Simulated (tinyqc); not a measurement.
Worked calculation: RKS/LDA (PW92) in the sto-3g basis, for HF, spin multiplicity 1. Computed by tinyqc, a small Python program that keeps every step (integrals from PySCF). Settings: charge = 0, multiplicity = 1, basis = sto-3g, energy threshold = 1e-10, iteration cap = 70, orthogonalisation = symmetric, start = atomic densities, DIIS depth = 0, damping = 0.5, method = RKS, functional = lda,pw, grid = [40, 26]. Command: `OMP_NUM_THREADS=1 python tinyqc.py 25724 25725 out.jsonl` (the two numbers bound the seeds that draw the settings). One thread of a shared host (Intel(R) Xeon(R) Processor @ 2.60GHz), about 0.6 s of CPU time with the checks. Later iterations appear only in the table of the cycle.

## One-electron integrals

Geometry (angstrom):
```
atom         x         y         z
F     0.000000  0.000000  0.000000
H     0.000000  0.000000  1.460000
```

Basis sto-3g: exponents (1/bohr^2) and contraction coefficients of normalised primitives:
```
element  l (shell)    exponent  coefficient
F            s (1)  166.679130     0.154329
F            s (1)   30.360812     0.535328
F            s (1)    8.216821     0.444635
F            s (2)    6.464803    -0.099967
F            s (2)    1.502281     0.399513
F            s (2)    0.488588     0.700115
F            p (3)    6.464803     0.155916
F            p (3)    1.502281     0.607684
F            p (3)    0.488588     0.391957
H            s (1)    3.425251     0.154329
H            s (1)    0.623914     0.535328
H            s (1)    0.168855     0.444635
```

Overlap, kinetic and nuclear-attraction integrals over the contracted functions; the nuclear repulsion is the sum of Za Zb / Rab.

nuclear repulsion = 3.26205130 hartree

overlap S:
```
           1F 1s     1F 2s    1F 2px    1F 2py    1F 2pz     2H 1s
1F 1s   1.000000  0.237990  0.000000  0.000000  0.000000  0.013941
1F 2s   0.237990  1.000000  0.000000  0.000000  0.000000  0.176232
1F 2px  0.000000  0.000000  1.000000  0.000000  0.000000  0.000000
1F 2py  0.000000  0.000000  0.000000  1.000000  0.000000  0.000000
1F 2pz  0.000000  0.000000  0.000000  0.000000  1.000000  0.162986
2H 1s   0.013941  0.176232  0.000000  0.000000  0.162986  1.000000
```

kinetic energy T (hartree):
```
            1F 1s      1F 2s    1F 2px    1F 2py    1F 2pz      2H 1s
1F 1s   36.984577  -0.212858  0.000000  0.000000  0.000000  -0.004293
1F 2s   -0.212858   1.037995  0.000000  0.000000  0.000000  -0.012112
1F 2px   0.000000   0.000000  3.248015  0.000000  0.000000   0.000000
1F 2py   0.000000   0.000000  0.000000  3.248015  0.000000   0.000000
1F 2pz   0.000000   0.000000  0.000000  0.000000  3.248015   0.025038
2H 1s   -0.004293  -0.012112  0.000000  0.000000  0.025038   0.760032
```

nuclear attraction V (hartree):
```
             1F 1s       1F 2s      1F 2px      1F 2py      1F 2pz      2H 1s
1F 1s   -77.372030   -9.263068    0.000000    0.000000   -0.005940  -0.555693
1F 2s    -9.263068  -11.903626    0.000000    0.000000   -0.074272  -1.424335
1F 2px    0.000000    0.000000  -11.800242    0.000000    0.000000   0.000000
1F 2py    0.000000    0.000000    0.000000  -11.800242    0.000000   0.000000
1F 2pz   -0.005940   -0.074272    0.000000    0.000000  -11.833160  -1.101377
2H 1s    -0.555693   -1.424335    0.000000    0.000000   -1.101377  -4.472996
```

core Hamiltonian H = T + V (hartree):
```
             1F 1s       1F 2s     1F 2px     1F 2py     1F 2pz      2H 1s
1F 1s   -40.387453   -9.475926   0.000000   0.000000  -0.005940  -0.559985
1F 2s    -9.475926  -10.865630   0.000000   0.000000  -0.074272  -1.436446
1F 2px    0.000000    0.000000  -8.552228   0.000000   0.000000   0.000000
1F 2py    0.000000    0.000000   0.000000  -8.552228   0.000000   0.000000
1F 2pz   -0.005940   -0.074272   0.000000   0.000000  -8.585145  -1.076339
2H 1s    -0.559985   -1.436446   0.000000   0.000000  -1.076339  -3.712965
```

## Two-electron integrals

Functions are numbered as in S; the eight-fold symmetry (ij|kl) = (ji|kl) = (kl|ij) leaves the list below.

Two-electron integrals (ij|kl) in chemists' order, unique and non-zero (hartree):
```
(11|11) 5.403501   (21|11) 0.841920   (21|21) 0.156299   (22|11) 1.268028
(22|21) 0.292344   (22|22) 0.926167   (31|31) 0.027998   (32|31) 0.043169
(32|32) 0.204588   (33|11) 1.264502   (33|21) 0.292403   (33|22) 0.925959
(33|33) 0.997514   (41|41) 0.027998   (42|41) 0.043169   (42|42) 0.204588
(43|43) 0.053770   (44|11) 1.264502   (44|21) 0.292403   (44|22) 0.925959
(44|33) 0.889973   (44|44) 0.997514   (51|51) 0.027998   (52|51) 0.043169
(52|52) 0.204588   (53|53) 0.053770   (54|54) 0.053770   (55|11) 1.264502
(55|21) 0.292403   (55|22) 0.925959   (55|33) 0.889973   (55|44) 0.889973
(55|55) 0.997514   (61|11) 0.049903   (61|21) 0.009193   (61|22) 0.017111
(61|33) 0.017089   (61|44) 0.017089   (61|51) 0.000344   (61|52) 0.000652
(61|55) 0.017157   (61|61) 0.000545   (62|11) 0.146333   (62|21) 0.034277
(62|22) 0.123811   (62|33) 0.121996   (62|44) 0.121996   (62|51) 0.002266
(62|52) 0.019041   (62|55) 0.127317   (62|61) 0.002045   (62|62) 0.021774
(63|31) 0.003341   (63|32) 0.020782   (63|53) 0.003849   (63|63) 0.003035
(64|41) 0.003341   (64|42) 0.020782   (64|54) 0.003849   (64|64) 0.003035
(65|11) 0.108451   (65|21) 0.025705   (65|22) 0.099638   (65|33) 0.095693
(65|44) 0.095693   (65|51) 0.004765   (65|52) 0.034715   (65|55) 0.107413
(65|61) 0.001583   (65|62) 0.021641   (65|65) 0.024444   (66|11) 0.360654
(66|21) 0.085798   (66|22) 0.358263   (66|33) 0.349130   (66|44) 0.349130
(66|51) 0.005716   (66|52) 0.069130   (66|55) 0.376345   (66|61) 0.005124
(66|62) 0.087661   (66|65) 0.102770   (66|66) 0.774606
```

## Orthogonalisation

S = U s U^T; symmetric (Loewdin) form X = U s^(-1/2) U^T, so that X^T S X = 1.

eigenvalues of S: 0.692131  0.869600  1.000000  1.000000  1.116460  1.321809

X:
```
            1F 1s      1F 2s    1F 2px    1F 2py     1F 2pz      2H 1s
1F 1s    1.022379  -0.124984  0.000000  0.000000  -0.001416   0.009639
1F 2s   -0.124984   1.034997  0.000000  0.000000   0.011557  -0.093544
1F 2px   0.000000   0.000000  1.000000  0.000000   0.000000   0.000000
1F 2py   0.000000   0.000000  0.000000  1.000000   0.000000   0.000000
1F 2pz  -0.001416   0.011557  0.000000  0.000000   1.010406  -0.084601
2H 1s    0.009639  -0.093544  0.000000  0.000000  -0.084601   1.022781
```

## Starting guess

The start is atomic minimal-basis densities projected into this basis (PySCF's MINAO start) and scaled to the electron count of each spin; this density is not idempotent, so its energy is not variational and may lie below the converged one.

D at the start:
```
            1F 1s      1F 2s    1F 2px    1F 2py     1F 2pz      2H 1s
1F 1s    2.157808  -0.509798  0.000000  0.000000   0.006658  -0.014267
1F 2s   -0.509798   2.142502  0.000000  0.000000  -0.035030   0.058995
1F 2px   0.000000   0.000000  1.636952  0.000000   0.000000   0.000000
1F 2py   0.000000   0.000000  0.000000  1.636952   0.000000   0.000000
1F 2pz   0.006658  -0.035030  0.000000  0.000000   1.583257   0.168116
2H 1s   -0.014267   0.058995  0.000000  0.000000   0.168116   1.009985
```

## Iteration 1: exchange-correlation on the grid

Becke grid with 40 radial and 26 angular points per atom, points of zero weight dropped. rho = sum D_ij phi_i phi_j; V_xc,ij = sum w v_xc phi_i phi_j; v_xc is d(rho eps)/d rho.

The 12 grid points with the largest w rho, of 2057 (bohr, atomic units):
```
x                  y          z         w       rho     eps_xc       v_xc
0.000000   -0.972395   0.000000  0.084164  0.546849  -0.670245  -0.879590
0.000000    0.972395   0.000000  0.084164  0.546849  -0.670245  -0.879590
0.972395    0.000000   0.000000  0.084164  0.546849  -0.670245  -0.879590
-0.972395   0.000000   0.000000  0.084164  0.546849  -0.670245  -0.879590
0.000000    0.000000  -0.972395  0.084171  0.541564  -0.668215  -0.876905
-0.831481   0.000000   0.000000  0.055126  0.802285  -0.755660  -0.992590
0.000000    0.831481   0.000000  0.055126  0.802285  -0.755660  -0.992590
0.000000   -0.831481   0.000000  0.055126  0.802285  -0.755660  -0.992590
0.831481    0.000000   0.000000  0.055126  0.802285  -0.755660  -0.992590
0.000000    0.000000  -0.831481  0.055128  0.795245  -0.753575  -0.989830
0.000000    0.000000   0.972395  0.079978  0.547803  -0.670610  -0.880072
0.000000    0.000000   0.831481  0.054163  0.790707  -0.752224  -0.988043
```

electrons on the grid, sum of w rho = 9.991122

E_xc = sum of w rho eps_xc = -10.20508465 hartree

V_xc (hartree):
```
            1F 1s      1F 2s     1F 2px     1F 2py     1F 2pz      2H 1s
1F 1s   -3.313625  -0.479239   0.000000   0.000000   0.000105  -0.028574
1F 2s   -0.479239  -0.906367   0.000000   0.000000  -0.002500  -0.110629
1F 2px   0.000000   0.000000  -0.898892   0.000000   0.000000   0.000000
1F 2py   0.000000   0.000000   0.000000  -0.898892   0.000000   0.000000
1F 2pz   0.000105  -0.002500   0.000000   0.000000  -0.905270  -0.088597
2H 1s   -0.028574  -0.110629   0.000000   0.000000  -0.088597  -0.427496
```

## Iteration 1: building the Kohn-Sham matrix

J_ij = sum D_kl (ij|kl); F = H + J + V_xc; E = tr D H + tr D J / 2 + E_xc + E_nn.

Coulomb J (hartree):
```
            1F 1s     1F 2s    1F 2px    1F 2py    1F 2pz     2H 1s
1F 1s   20.076507  3.803016  0.000000  0.000000  0.004981  0.223972
1F 2s    3.803016  9.329398  0.000000  0.000000  0.069962  1.244075
1F 2px   0.000000  0.000000  9.311769  0.000000  0.000000  0.000000
1F 2py   0.000000  0.000000  0.000000  9.311769  0.000000  0.000000
1F 2pz   0.004981  0.069962  0.000000  0.000000  9.338047  1.016790
2H 1s    0.223972  1.244075  0.000000  0.000000  1.016790  4.019517
```

Kohn-Sham matrix F (hartree):
```
             1F 1s      1F 2s     1F 2px     1F 2py     1F 2pz      2H 1s
1F 1s   -23.624571  -6.152148   0.000000   0.000000  -0.000853  -0.364588
1F 2s    -6.152148  -2.442599   0.000000   0.000000  -0.006809  -0.303000
1F 2px    0.000000   0.000000  -0.139351   0.000000   0.000000   0.000000
1F 2py    0.000000   0.000000   0.000000  -0.139351   0.000000   0.000000
1F 2pz   -0.000853  -0.006809   0.000000   0.000000  -0.152368  -0.148146
2H 1s    -0.364588  -0.303000   0.000000   0.000000  -0.148146  -0.120943
```

total energy of this density = -98.94169584 hartree

This density is the starting one; it is not idempotent, so its energy is not variational and may lie below the converged one.

## Iteration 1: diagonalisation and new density

Diagonalise F' = X^T F X, C = X C', fill 5 alpha and 5 beta electrons from the bottom; D = 2 C_occ C_occ^T; the new density keeps 0.5 of the old one (damping). Each column has its largest component positive (the first on a tie).

F' = X^T F X (hartree):
```
            1          2          3          4          5          6
1  -23.166173  -3.242485   0.000000   0.000000  -0.008916  -0.008726
2   -3.242485  -1.344709   0.000000   0.000000   0.011857  -0.135430
3    0.000000   0.000000  -0.139351   0.000000   0.000000   0.000000
4    0.000000   0.000000   0.000000  -0.139351   0.000000   0.000000
5   -0.008916   0.011857   0.000000   0.000000  -0.130918  -0.133718
6   -0.008726  -0.135430   0.000000   0.000000  -0.133718  -0.063759
```

orbital energies (hartree): MO1 -23.637822, MO2 -0.894409, MO3 -0.227830, MO4 -0.139351, MO5 -0.139351, MO6 0.054501

coefficients C:
```
              MO1        MO2        MO3       MO4        MO5        MO6
1F 1s    0.993753  -0.266028   0.031223  0.000000   0.000000   0.041051
1F 2s    0.025187   1.013990  -0.151403  0.000000   0.000000  -0.209741
1F 2px   0.000000   0.000000   0.000000  0.997321  -0.073154   0.000000
1F 2py   0.000000   0.000000   0.000000  0.073154   0.997321   0.000000
1F 2pz   0.000474   0.009221   0.768540  0.000000   0.000000  -0.661419
2H 1s   -0.002730   0.069504   0.531463  0.000000   0.000000   0.880222
```

D after iteration 1:
```
            1F 1s      1F 2s    1F 2px    1F 2py     1F 2pz      2H 1s
1F 1s    2.138194  -0.504346  0.000000  0.000000   0.025343  -0.011743
1F 2s   -0.504346   2.122983  0.000000  0.000000  -0.124512   0.019440
1F 2px   0.000000   0.000000  1.818476  0.000000   0.000000   0.000000
1F 2py   0.000000   0.000000  0.000000  1.818476   0.000000   0.000000
1F 2pz   0.025343  -0.124512  0.000000  0.000000   1.382368   0.493148
2H 1s   -0.011743   0.019440  0.000000  0.000000   0.493148   0.792284
```

Within a degenerate level the vectors are fixed only up to a rotation; this is one choice.

## Iteration 2: exchange-correlation on the grid

As before.

The 12 grid points with the largest w rho, of 2057 (bohr, atomic units):
```
x                  y         z         w       rho     eps_xc       v_xc
0.972395    0.000000  0.000000  0.084164  0.587188  -0.685317  -0.899523
-0.972395   0.000000  0.000000  0.084164  0.587188  -0.685317  -0.899523
0.000000   -0.972395  0.000000  0.084164  0.587188  -0.685317  -0.899523
0.000000    0.972395  0.000000  0.084164  0.587188  -0.685317  -0.899523
0.831481    0.000000  0.000000  0.055126  0.860637  -0.772485  -1.014858
-0.831481   0.000000  0.000000  0.055126  0.860637  -0.772485  -1.014858
0.000000   -0.831481  0.000000  0.055126  0.860637  -0.772485  -1.014858
0.000000    0.831481  0.000000  0.055126  0.860637  -0.772485  -1.014858
1.129387    0.000000  0.000000  0.126238  0.357210  -0.586939  -0.769471
0.000000    1.129387  0.000000  0.126238  0.357210  -0.586939  -0.769471
-1.129387   0.000000  0.000000  0.126238  0.357210  -0.586939  -0.769471
0.000000   -1.129387  0.000000  0.126238  0.357210  -0.586939  -0.769471
```

electrons on the grid, sum of w rho = 9.990282

E_xc = sum of w rho eps_xc = -10.23241313 hartree

V_xc (hartree):
```
            1F 1s      1F 2s     1F 2px     1F 2py     1F 2pz      2H 1s
1F 1s   -3.306051  -0.479406   0.000000   0.000000   0.000804  -0.028559
1F 2s   -0.479406  -0.912429   0.000000   0.000000   0.001509  -0.110499
1F 2px   0.000000   0.000000  -0.910240   0.000000   0.000000   0.000000
1F 2py   0.000000   0.000000   0.000000  -0.910240   0.000000   0.000000
1F 2pz   0.000804   0.001509   0.000000   0.000000  -0.900843  -0.087207
2H 1s   -0.028559  -0.110499   0.000000   0.000000  -0.087207  -0.404868
```

## Iteration 2: building the Kohn-Sham matrix

As before.

Coulomb J (hartree):
```
            1F 1s     1F 2s    1F 2px    1F 2py     1F 2pz     2H 1s
1F 1s   20.140665  3.825283  0.000000  0.000000  -0.000022  0.225167
1F 2s    3.825283  9.416858  0.000000  0.000000   0.040975  1.247825
1F 2px   0.000000  0.000000  9.412555  0.000000   0.000000  0.000000
1F 2py   0.000000  0.000000  0.000000  9.412555   0.000000  0.000000
1F 2pz  -0.000022  0.040975  0.000000  0.000000   9.398983  1.011939
2H 1s    0.225167  1.247825  0.000000  0.000000   1.011939  3.936641
```

Kohn-Sham matrix F (hartree):
```
             1F 1s      1F 2s     1F 2px     1F 2py     1F 2pz      2H 1s
1F 1s   -23.552840  -6.130049   0.000000   0.000000  -0.005158  -0.363377
1F 2s    -6.130049  -2.361201   0.000000   0.000000  -0.031788  -0.299121
1F 2px    0.000000   0.000000  -0.049912   0.000000   0.000000   0.000000
1F 2py    0.000000   0.000000   0.000000  -0.049912   0.000000   0.000000
1F 2pz   -0.005158  -0.031788   0.000000   0.000000  -0.087005  -0.151606
2H 1s    -0.363377  -0.299121   0.000000   0.000000  -0.151606  -0.181191
```

total energy of this density = -98.54860170 hartree

This density is a damped mixture and is not idempotent, and it still holds part of the atomic start, so its energy may lie below the converged one.

## Iteration 2: diagonalisation and new density

As before.

F' = X^T F X (hartree):
```
            1          2          3          4          5          6
1  -23.095558  -3.238411   0.000000   0.000000  -0.010307  -0.008914
2   -3.238411  -1.263930   0.000000   0.000000  -0.012516  -0.131134
3    0.000000   0.000000  -0.049912   0.000000   0.000000   0.000000
4    0.000000   0.000000   0.000000  -0.049912   0.000000   0.000000
5   -0.010307  -0.012516   0.000000   0.000000  -0.064595  -0.135359
6   -0.008914  -0.131134   0.000000   0.000000  -0.135359  -0.126145
```

orbital energies (hartree): MO1 -23.565840, MO2 -0.819283, MO3 -0.214941, MO4 -0.049912, MO5 -0.049912, MO6 0.049836

coefficients C:
```
              MO1        MO2        MO3        MO4       MO5        MO6
1F 1s    0.993816  -0.263770   0.052645   0.000000  0.000000  -0.030970
1F 2s    0.024946   1.004412  -0.245073   0.000000  0.000000   0.161856
1F 2px   0.000000   0.000000   0.000000   0.961240  0.275714   0.000000
1F 2py   0.000000   0.000000   0.000000  -0.275714  0.961240   0.000000
1F 2pz   0.000682   0.044194   0.593799   0.000000  0.000000   0.820770
2H 1s   -0.002737   0.099332   0.716170   0.000000  0.000000  -0.734376
```

D after iteration 2:
```
            1F 1s      1F 2s    1F 2px    1F 2py     1F 2pz      2H 1s
1F 1s    2.129113  -0.505217  0.000000  0.000000   0.032953   0.002910
1F 2s   -0.505217   2.131017  0.000000  0.000000  -0.163373  -0.066092
1F 2px   0.000000   0.000000  1.909238  0.000000   0.000000   0.000000
1F 2py   0.000000   0.000000  0.000000  1.909238   0.000000   0.000000
1F 2pz   0.032953  -0.163373  0.000000  0.000000   1.045735   0.676223
2H 1s    0.002910  -0.066092  0.000000  0.000000   0.676223   0.918916
```

Within a degenerate level the vectors are fixed only up to a rotation; this is one choice.

## Convergence

Stop when the energy changes by less than 1e-10 hartree and every element of the error matrix X^T (F D S - S D F) X is below 3e-06.

Course of the cycle:
```
iteration   E (hartree)     change  largest element of the error matrix
1          -98.94169584          -                             4.99e-01
2          -98.54860170   3.93e-01                             2.53e-01
3          -98.34673707   2.02e-01                             1.24e-01
4          -98.24456392   1.02e-01                             9.15e-02
5          -98.19229160   5.23e-02                             8.68e-02
6          -98.16608430   2.62e-02                             9.43e-02
7          -98.15197161   1.41e-02                             9.93e-02
8          -98.14507692   6.89e-03                             9.90e-02
9          -98.14059678   4.48e-03                             1.06e-01
10         -98.13869693   1.90e-03                             1.03e-01
11         -98.13669760   2.00e-03                             1.11e-01
12         -98.13619953   4.98e-04                             1.06e-01
13         -98.13489728   1.30e-03                             1.14e-01
14         -98.13488439   1.29e-05                             1.08e-01
...                 ...        ...                                  ...
57         -98.13152657   6.81e-04                             1.21e-01
58         -98.13220685  -6.80e-04                             1.14e-01
59         -98.13152638   6.80e-04                             1.21e-01
60         -98.13220671  -6.80e-04                             1.14e-01
61         -98.13152626   6.80e-04                             1.21e-01
62         -98.13220661  -6.80e-04                             1.14e-01
63         -98.13152618   6.80e-04                             1.21e-01
64         -98.13220655  -6.80e-04                             1.14e-01
65         -98.13152612   6.80e-04                             1.21e-01
66         -98.13220650  -6.80e-04                             1.14e-01
67         -98.13152608   6.80e-04                             1.21e-01
68         -98.13220647  -6.80e-04                             1.14e-01
69         -98.13152606   6.80e-04                             1.21e-01
70         -98.13220646  -6.80e-04                             1.14e-01
```

PySCF RKS in the same basis, fine grid = -98.16052933 hartree

Not converged within the cap of 70 iterations: the residual has stopped falling: the iteration swings between two states. Reruns (cap 100 unless said): DIIS 8: converged in 9; level shift 0.5: converged in 17; atomic densities as start, DIIS 8: converged in 9; the original settings with a cap of 400: not converged.
